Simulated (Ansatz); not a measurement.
System (SMILES): [OH] (OH), doublet.
Atoms: O1, H2. Bonds: O1-H2.

How fast the optimised O1-H2 bond length converges with the basis for several methods (Ansatz, a quantum-chemistry and plane-wave program): deviation from each method's own reference, in Å. References: B3LYP 0.9738 Å, the value in aug-cc-pV5Z; CCSD(T) 0.9703 Å, the value in def2-QZVPPD; HF 0.9502 Å, the value in aug-cc-pV5Z; MP2 0.9665 Å, the value in aug-cc-pV5Z; PBE 0.9830 Å, the value in aug-cc-pV5Z. Cartesian d functions, on some or all atoms, in 6-31G*, 6-31G**; all else is spherical. In correlated methods cores are frozen. Core-valence sets carry the plain set on hydrogen. Open shells are unrestricted. No added dispersion term, no relativity. The reference of a correlated method is not its basis-set limit, which lies further on.

| basis | functions | B3LYP | CCSD(T) | HF | MP2 | PBE |
|---|---|---|---|---|---|---|
| 3-21G | 11 | 0.0440 | 0.0455 | 0.0355 | 0.0396 | 0.0459 |
| def2-SV(P) | 16 | 0.0119 | 0.0162 | 0.0101 | 0.0130 | 0.0124 |
| 6-31G* | 17 | 0.0091 | 0.0145 | 0.0082 | 0.0126 | 0.0085 |
| cc-pVDZ | 19 | 0.0100 | 0.0093 | 0.0077 | 0.0085 | 0.0098 |
| 6-31G** | 20 | 0.0059 | 0.0053 | 0.0047 | 0.0053 | 0.0050 |
| aug-cc-pVDZ | 32 | 0.0055 | 0.0093 | 0.0047 | 0.0087 | 0.0053 |
| pcseg-2 | 44 | 0.0003 | 0.0000 | 0.0000 | 0.0002 | 0.0003 |
| def2-TZVPP | 45 | 0.0005 | 0.0004 | 0.0004 | 0.0006 | 0.0003 |
| 6-311++G(3df,3pd) | 57 | 0.0004 | 0.0000 | 0.0004 | -0.0001 | 0.0001 |
| cc-pCVTZ | 57 | 0.0010 | 0.0006 | 0.0008 | 0.0007 | 0.0009 |
| def2-QZVPP | 87 | -0.0002 | -0.0004 | 0.0000 | -0.0002 | -0.0002 |
| pcseg-3 | 93 | 0.0000 | -0.0003 | -0.0001 | -0.0004 | 0.0000 |

Mean absolute deviation over pcseg-2, def2-TZVPP, 6-311++G(3df,3pd), cc-pCVTZ: CCSD(T) 0.0002, MP2 0.0004, HF 0.0004, PBE 0.0004, B3LYP 0.0006 Å.
